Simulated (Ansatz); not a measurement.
**Chromium, bcc: convergence with Fermi-Dirac smearing**

Computed with Ansatz, r²SCAN, scalar-relativistic PAW, on the relaxed cell (a = 2.830 Å; non-magnetic). Errors count from a run at 500 eV on a Γ-centred 25×25×25 mesh with Fermi-Dirac smearing of 0.05 eV, extrapolated to zero width. Fixed here: cutoff 500 eV, mesh 15×15×15.

| width (eV) | E(σ→0) error (meV/atom) | F error (meV/atom) | P (GPa) | SCF iterations |
| --- | --- | --- | --- | --- |
| 0.01 | 5.6 | 5.4 | -0.09 | 37 |
| 0.03 | 5.5 | 3.9 | -0.01 | 21 |
| 0.1 | 3.5 | -8.8 | 0.04 | 18 |
| 0.2 | 4.0 | -44.3 | 0.45 | 18 |
| 0.3 | 16.8 | -109.5 | 1.68 | 18 |
| 0.6 | 111.8 | -574.8 | 12.04 | 21 |
| 1.0 | 128.1 | -1839.8 | 33.68 | 20 |
